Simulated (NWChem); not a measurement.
System: hydrogen fluoride (HF); SMILES F

Input file for NWChem:

```
start job
memory heap 200 mb stack 900 mb global 1100 mb
geometry units angstroms noautosym nocenter noautoz
  F      0.000000     0.000000     0.093177
  H      0.000000     0.000000    -0.839112
end
basis spherical
  F library 6-31g*
  H library 6-31g*
end
dft
  xc xcamb88 1.00 lyp 0.81 vwn_5 0.19 hfexch 1.00
  cam 0.33 cam_alpha 0.19 cam_beta 0.46
  iterations 150
end
property
  response 1 0.0
end
task dft property
```

Parts of the log:

```
             Northwest Computational Chemistry Package (NWChem) 7.3.0
             --------------------------------------------------------

                             Geometry "geometry" -> ""
                             -------------------------

 Output coordinates in angstroms (scale by  1.889725989 to convert to a.u.)

  No.       Tag          Charge          X              Y              Z
 ---- ---------------- ---------- -------------- -------------- --------------
    1 F                    9.0000     0.00000000     0.00000000     0.09317700
    2 H                    1.0000     0.00000000     0.00000000    -0.83911200

 Effective nuclear repulsion energy (a.u.)       5.1084966582

                              NWChem Property Module
                              ----------------------

                                 NWChem DFT Module
                                 -----------------

 Summary of "ao basis" -> "ao basis" (spherical)
 ------------------------------------------------------------------------------
       Tag                 Description            Shells   Functions and Types
 ---------------- ------------------------------  ------  ---------------------
 F                           6-31g*                  6       14   3s2p1d
 H                           6-31g*                  2        2   2s

            General Information
            -------------------
          SCF calculation type: DFT
          Wavefunction type:  closed shell.
          No. of atoms     :     2
          No. of electrons :    10
           Alpha electrons :     5
            Beta electrons :     5
          Charge           :     0
          Spin multiplicity:     1
          Use of symmetry is: off; symmetry adaption is: off
          Maximum number of iterations: 150
          AO basis - number of functions:    16
                     number of shells:     8
          Convergence on energy requested:  1.00D-06
          Convergence on density requested:  1.00D-05
          Convergence on gradient requested:  5.00D-04

              XC Information
              --------------
                     Hartree-Fock (Exact) Exchange  1.000
                   CAM-Becke88 Exchange Functional  1.000
                      VWN V Correlation Functional  0.190 local
              Lee-Yang-Parr Correlation Functional  0.810

           Range-Separation Parameters
           ---------------------------
           Alpha           :  0.19
           Beta            :  0.46
           Gamma           :  0.33
           Short-Range HF  :     F

             Grid Information
             ----------------
          Grid used for XC integration:  medium
          Radial quadrature: Mura-Knowles
          Angular quadrature: Lebedev.
          Tag              B.-S. Rad. Rad. Pts. Rad. Cut. Ang. Pts.
          ---              ---------- --------- --------- ---------
          F                   0.50       49           5.0       434
          H                   0.35       45           4.0       434
          Grid pruning is: on
          Number of quadrature shells:    94
          Spatial weights used:  Erf1

      Superposition of Atomic Density Guess
      -------------------------------------

 Sum of atomic energies:         -99.87056456

      Non-variational initial energy
      ------------------------------

 Total energy =     -99.839454
 1-e energy   =    -149.524559
 2-e energy   =      44.576609
 HOMO         =      -0.632689
 LUMO         =       0.131583

   convergence    iter        energy       DeltaE   RMS-Dens  Diis-err
 ---------------- ----- ----------------- --------- --------- ---------
 d= 0,ls=0.0,diis     1   -100.3634790430 -1.05D+02  2.61D-02  2.98D-01
 d= 0,ls=0.0,diis     2   -100.3759039272 -1.24D-02  1.11D-02  2.23D-01
 d= 0,ls=0.0,diis     3   -100.3917462465 -1.58D-02  1.47D-03  3.16D-03
 d= 0,ls=0.0,diis     4   -100.3919968552 -2.51D-04  2.09D-04  4.22D-05
 d= 0,ls=0.0,diis     5   -100.3920010252 -4.17D-06  3.25D-05  6.62D-07
 d= 0,ls=0.0,diis     6   -100.3920010996 -7.43D-08  2.69D-06  1.86D-09

         Total DFT energy =     -100.392001099565
      One electron energy =     -150.567194307863
           Coulomb energy =       55.906870645211
    Exchange-Corr. energy =      -10.840174095135
 Nuclear repulsion energy =        5.108496658222

 Numeric. integr. density =        9.999999876360

                       DFT Final Molecular Orbital Analysis
                       ------------------------------------

 Vector    3  Occ=2.000000D+00  E=-5.874394D-01
              MO Center=  9.5D-12, -1.1D-11,  5.3D-03, r^2= 5.9D-01
   Bfn.  Coefficient  Atom+Function         Bfn.  Coefficient  Atom+Function
  ----- ------------  ---------------      ----- ------------  ---------------
     5      0.553590  1 F  pz                 9      0.343775  1 F  pz
    15     -0.263930  2 H  s                  6      0.262356  1 F  s
     2      0.146286  1 F  s                 16     -0.135174  2 H  s
     1     -0.068176  1 F  s                 12     -0.030732  1 F  d  0

 Vector    4  Occ=2.000000D+00  E=-4.469663D-01
              MO Center= -6.5D-12,  7.2D-12,  7.7D-02, r^2= 4.3D-01
   Bfn.  Coefficient  Atom+Function         Bfn.  Coefficient  Atom+Function
  ----- ------------  ---------------      ----- ------------  ---------------
     4     -0.490034  1 F  py                 3      0.445750  1 F  px
     8     -0.360636  1 F  py                 7      0.328046  1 F  px

 Vector    5  Occ=2.000000D+00  E=-4.469663D-01
              MO Center=  4.2D-12, -1.8D-12,  7.7D-02, r^2= 4.3D-01
   Bfn.  Coefficient  Atom+Function         Bfn.  Coefficient  Atom+Function
  ----- ------------  ---------------      ----- ------------  ---------------
     3      0.490034  1 F  px                 4      0.445750  1 F  py
     7      0.360636  1 F  px                 8      0.328046  1 F  py

 Vector    6  Occ=0.000000D+00  E= 1.170899D-01
              MO Center= -8.3D-12,  1.3D-11, -9.8D-01, r^2= 1.5D+00
   Bfn.  Coefficient  Atom+Function         Bfn.  Coefficient  Atom+Function
  ----- ------------  ---------------      ----- ------------  ---------------
    16      1.286040  2 H  s                  6     -0.686161  1 F  s
     9      0.438517  1 F  pz                 5      0.313545  1 F  pz
    15      0.157272  2 H  s                  2     -0.109242  1 F  s
     1      0.067110  1 F  s

 Vector    7  Occ=0.000000D+00  E= 8.791287D-01
              MO Center=  9.5D-12, -3.0D-12, -6.7D-01, r^2= 9.1D-01
   Bfn.  Coefficient  Atom+Function         Bfn.  Coefficient  Atom+Function
  ----- ------------  ---------------      ----- ------------  ---------------
    15      1.195271  2 H  s                 16     -0.880165  2 H  s
     5      0.430076  1 F  pz                12      0.169013  1 F  d  0
     9      0.105073  1 F  pz                 2     -0.104528  1 F  s
     6      0.088140  1 F  s                  1      0.026018  1 F  s

 Vector    8  Occ=0.000000D+00  E= 1.250715D+00
              MO Center=  3.0D-11, -3.3D-11,  7.3D-02, r^2= 8.6D-01
   Bfn.  Coefficient  Atom+Function         Bfn.  Coefficient  Atom+Function
  ----- ------------  ---------------      ----- ------------  ---------------
     8      0.776044  1 F  py                 4     -0.702242  1 F  py
     7     -0.698718  1 F  px                 3      0.632269  1 F  px
    11     -0.036675  1 F  d -1              13     -0.033021  1 F  d  1

     Multipole analysis of the density
     ---------------------------------

     L   x y z        total         alpha         beta         nuclear
     -   - - -        -----         -----         ----         -------
     0   0 0 0     -0.000000     -5.000000     -5.000000     10.000000

     1   1 0 0     -0.000000     -0.000000     -0.000000      0.000000
     1   0 1 0      0.000000      0.000000      0.000000      0.000000
     1   0 0 1     -0.740218     -0.369619     -0.369619     -0.000981

     2   2 0 0     -4.018925     -2.009462     -2.009462      0.000000
     2   1 1 0     -0.000000     -0.000000     -0.000000      0.000000
     2   1 0 1      0.000000      0.000000      0.000000      0.000000
     2   0 2 0     -4.018925     -2.009462     -2.009462      0.000000
     2   0 1 1     -0.000000     -0.000000     -0.000000      0.000000
     2   0 0 2     -2.507896     -2.650674     -2.650674      2.793453

 *** CALLING NEW AORESP DRIVER FOR CLOSED AND OPEN SHELLS ***
 Entering AOResponse driver routine

--------------------------------------------------------------------------------

          -----------------------------------------------
          Solving response equations for perturbing field
          -----------------------------------------------

 number of frequencies:     1
 frequency in a.u.:  0.0000000E+00
 Perturbing field: electric
 Using El. Dipole Length Gauge

 Setting up CPKS with frequency omega =      0.00000000 a.u.

 STATIC response

                                NWChem CPHF Module
                                ------------------

  scftype          =     RHF
  nclosed          =        5
  nopen            =        0
  variables        =       55
  # of vectors     =        3
  tolerance        = 0.10D-03
  level shift      = 0.00D+00
  max iterations   =       50
  max subspace     =       30

 SCF residual:    4.9197562962511789E-006

Iterative solution of linear equations
  No. of variables       55
  No. of equations        3
  Maximum subspace       30
        Iterations       50
       Convergence  1.0D-04

   iter   nsub   residual    time
   ----  ------  --------  ---------
     1      3    1.22D+00       0.2
     2      6    8.74D-01       0.2
     3      9    1.07D-01       0.3
     4     12    4.37D-03       0.3
     5     15    2.57D-04       0.3
     6     18    5.72D-06       0.4

 Electric Dipole Response Matrix (nonzero elements):

              1        2        3
    1    1.8573   0.0000  -0.0000
    2    0.0000   1.8573   0.0000
    3   -0.0000   0.0000   4.5180

 ------------------------------------------
 average:         2.74418 + I       0.00000

 DFT Linear Response polarizability / au
 Frequency  =       0.0000000 / au
              X              Y              Z
 -----------------------------------------------
 X       1.8572800      0.0000000     -0.0000000
 Y       0.0000000      1.8572800      0.0000000
 Z      -0.0000000      0.0000000      4.5179750
 -----------------------------------------------
 Eigenvalues =       1.8572800      1.8572800      4.5179750
 Isotropic   =       2.7441783
 Anisotropic =       2.6606949
 -----------------------------------------------

 Magnetic Dipole Response Matrix (nonzero elements):

 Exiting AOResponse driver routine
```

Level: CAM-B3LYP/6-31G* (spherical d). Geometry: optimised at PBE-D3(BJ)/def2-SVP.
